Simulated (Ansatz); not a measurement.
Geometry optimisation, Ansatz, RHF/def2-SVP.

Input:

```yaml
crystal:
  periodic: [false, false, false]
  atoms:
    - { symbol: B, position_ang: [0.068296, -0.238511, 0.270877] }
    - { symbol: "N", position_ang: [0.063668, -0.31216, 1.74371] }
    - { symbol: H, position_ang: [-0.747736, -0.578734, 2.262068] }
    - { symbol: H, position_ang: [0.912396, -0.360804, 2.269693] }
    - { symbol: H, position_ang: [1.113271, -0.114454, -0.295405] }
    - { symbol: H, position_ang: [-0.962642, -0.408718, -0.315336] }
    - { symbol: O, position_ang: [-0.384972, 2.331421, 0.437922] }
    - { symbol: H, position_ang: [-1.323327, 2.399685, 0.349106] }
    - { symbol: H, position_ang: [-0.248554, 1.881976, 1.285165] }
basis:
  gaussian: { orbitals: def2-SVP }
hamiltonian:
  xc: hf
relax:
  f_tol: 0.03
  max_steps: 50
```

Command:

```bash
$ ansatz run input.yaml --threads 1 --pin off --max-ram 2048MiB --backend cpu --events-out ev --progress --plain --runs-dir out
```

**Question.** Where does it end, and by what steps?

**Answer.** The forces met the threshold. After 10 steps the energy has fallen by 0.201 eV; O7 moved furthest, 0.50 Å.

```
step  energy less start (eV)  largest force component (eV/Å)  accepted
   0                  0.0000                           2.341       yes
   1                 -0.1494                           1.227       yes
   2                 -0.1455                           1.533        no
   3                 -0.1768                           0.729       yes
   4                 -0.1853                           0.747       yes
   5                 -0.1954                           0.331       yes
   6                 -0.1946                           0.367        no
   7                 -0.1992                           0.066       yes
   8                 -0.2003                           0.078       yes
   9                 -0.2005                           0.050       yes
  10                 -0.2006                           0.010       yes
```

```xyz
9
Properties=species:S:1:pos:R:3
B 0.108 -0.466 0.289
N 0.102 -0.424 1.682
H -0.718 -0.588 2.230
H 0.937 -0.345 2.225
H 1.144 -0.344 -0.302
H -0.930 -0.619 -0.296
O -0.487 2.762 0.669
H -1.310 2.579 0.242
H -0.356 2.044 1.269
```

Whether the end is a true minimum wasn't checked by a vibrational analysis.

Run time: 6.7 s on 1 thread of Intel(R) Xeon(R) 6975P-C (Granite Rapids) (shared host), peak memory 0.15 GiB.
